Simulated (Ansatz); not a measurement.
Energy needed to pull apart CHAlSi, closed shell, into free ground-state atoms, from the structure below (displaced at random from its PBE0-D4/def2-TZVP minimum); no zero-point or spin–orbit terms; open-shell atoms are treated unrestricted, in their ground-state multiplicity.

```json
{"atom": "C1", "x (Å)": "0.3468", "y (Å)": "0.4984", "z (Å)": "1.0934"}
{"atom": "Si2", "x (Å)": "0.7252", "y (Å)": "-0.8671", "z (Å)": "1.8639"}
{"atom": "Al3", "x (Å)": "-0.2427", "y (Å)": "0.2481", "z (Å)": "-0.5738"}
{"atom": "H4", "x (Å)": "-0.6388", "y (Å)": "0.1526", "z (Å)": "-2.2152"}
```

Ansatz 0.2.0; basis: def2-TZVPP; cores frozen in the correlated methods.

| method | atomization energy (kcal/mol) |
| --- | --- |
| PBE-D4 | ? |
| r2SCAN-D4 | 279.9 |
| PBE0-D4 | 276.0 |
| wB97M-V | 279.0 |
| HF | 175.1 |
| MP2 | 279.8 |
| CCSD | ? |
| CCSD(T) | 267.4 |

(1) What does CCSD give? (An estimate is asked for; the value comes from the calculation.)

(2) What does PBE-D4 give? (To be estimated.)

No T1 diagnostic of these runs exceeds 0.020.

Answers

(1) The calculation gives: 256.5 kcal/mol, which is about 10.9 kcal/mol less than CCSD(T)/def2-TZVPP.

(2) Computed: 286.3 kcal/mol, which is about 18.9 kcal/mol more than CCSD(T)/def2-TZVPP.

In triple zeta the MP2 and coupled-cluster atomization energies are still short of their basis limit by a few kcal/mol a bond, whereas those of the functionals are nearly converged, so these differences are not deviations from converged CCSD(T).

For scale, one of the runs: CCSD(T)/def2-TZVPP forces, 129 basis functions (an equivalent command: `ansatz run in.yaml --threads 2`). Hardware: 2 CPU threads, shared host. Wall time 21 s; peak host memory 0.89 GiB.
